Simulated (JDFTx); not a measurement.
Input for JDFTx (a modified build): phosphine, PH3 (SMILES P), charge 0, multiplicity 1, vacuum; lengths in bohr, energies in hartree.

```
lattice \
  15.1178089970 0.0000000000 0.0000000000 \
  0.0000000000 15.1178089970 0.0000000000 \
  0.0000000000 0.0000000000 13.2280828724
coords-type Cartesian
ion P -0.0611327650 0.4916984862 -0.7260012742 0
ion H -1.8865074049 1.6865472109 0.7259845304 0
ion H -0.1835093259 -1.6865472109 0.7259216579 0
ion H 1.8865074049 1.4746728491 0.7260012742 0
ion-species pseudo/p_pbe_v1.5.upf
ion-species pseudo/h_pbe_v1.4.upf
elec-cutoff 20 100
elec-ex-corr gga-PBE
symmetries none
coulomb-interaction Isolated
coulomb-truncation-embed 0 0 0
elec-n-bands 4
electronic-minimize nIterations 150 energyDiffThreshold 1e-7
dump-name s0.$VAR
dump End State Ecomponents EigStats BandEigs Forces ElecDensity IonicPositions
```

The minimisation and the closing blocks of the log:

```
ElecMinimize: Iter:   0  Etot: -8.222647831067940  |grad|_K:  1.476e-03  alpha:  1.000e+00
ElecMinimize: Iter:   1  Etot: -8.374913106622731  |grad|_K:  4.166e-04  alpha:  1.346e+00  linmin: -5.752e-02
ElecMinimize: Iter:   2  Etot: -8.388129353042860  |grad|_K:  1.482e-04  alpha:  1.447e+00  linmin: -6.971e-04
ElecMinimize: Iter:   3  Etot: -8.389692204188057  |grad|_K:  5.730e-05  alpha:  1.377e+00  linmin: -1.711e-05
ElecMinimize: Iter:   4  Etot: -8.389959045667604  |grad|_K:  3.210e-05  alpha:  1.574e+00  linmin: -3.261e-04
ElecMinimize: Iter:   5  Etot: -8.390056213072363  |grad|_K:  1.691e-05  alpha:  1.825e+00  linmin:  4.040e-04
ElecMinimize: Iter:   6  Etot: -8.390082629201286  |grad|_K:  9.896e-06  alpha:  1.790e+00  linmin:  8.359e-07
ElecMinimize: Iter:   7  Etot: -8.390091196540226  |grad|_K:  5.659e-06  alpha:  1.694e+00  linmin: -4.212e-05
ElecMinimize: Iter:   8  Etot: -8.390095011904199  |grad|_K:  5.193e-06  alpha:  2.307e+00  linmin:  9.584e-06
ElecMinimize: Iter:   9  Etot: -8.390099748967408  |grad|_K:  5.773e-06  alpha:  3.401e+00  linmin:  2.288e-05
ElecMinimize: Iter:  10  Etot: -8.390103784115462  |grad|_K:  3.835e-06  alpha:  2.344e+00  linmin:  3.640e-07
ElecMinimize: Iter:  11  Etot: -8.390104913844519  |grad|_K:  1.672e-06  alpha:  1.487e+00  linmin:  3.351e-06
ElecMinimize: Iter:  12  Etot: -8.390105125181510  |grad|_K:  7.573e-07  alpha:  1.463e+00  linmin:  1.652e-05
ElecMinimize: Iter:  13  Etot: -8.390105169298794  |grad|_K:  3.646e-07  alpha:  1.490e+00  linmin: -1.470e-05
ElecMinimize: Iter:  14  Etot: -8.390105181965811  |grad|_K:  2.578e-07  alpha:  1.845e+00  linmin: -1.282e-05
ElecMinimize: Converged (|Delta Etot|<1.000000e-07 for 2 iters).

# Ionic positions in cartesian coordinates:
ion P  -0.061132765000000   0.491698486200000  -0.726001274200000 0
ion H  -1.886507404900000   1.686547210900000   0.725984530400000 0
ion H  -0.183509325900000  -1.686547210900000   0.725921657900000 0
ion H   1.886507404900000   1.474672849100000   0.726001274200000 0

# Forces in Cartesian coordinates:
force P   0.000008661370311  -0.000027860362839  -0.029798498109648 0
force H  -0.013506810928138   0.008852933748195   0.009917357231287 0
force H  -0.000902370857340  -0.016110305107659   0.009927573037441 0
force H   0.014410520692419   0.007280795106848   0.009923357581782 0

# Energy components:
   Eewald =        6.5176622835909432
       EH =       12.5967898103597058
     Eloc =      -29.8356847942437504
      Enl =        1.3141540464609158
      Exc =       -3.9981049080119693
 Exc_core =        1.1173864456675875
       KE =        3.8976919342107554
-------------------------------------
     Etot =       -8.3901051819658115


	eMin: -0.594461 at state 0 ( [ +0.000000 +0.000000 +0.000000 ] spin 0 )
	HOMO: -0.246581 at state 0 ( [ +0.000000 +0.000000 +0.000000 ] spin 0 )
```

The run took 15 electronic cycles; the highest occupied level lies at -6.71 eV from the vacuum level.
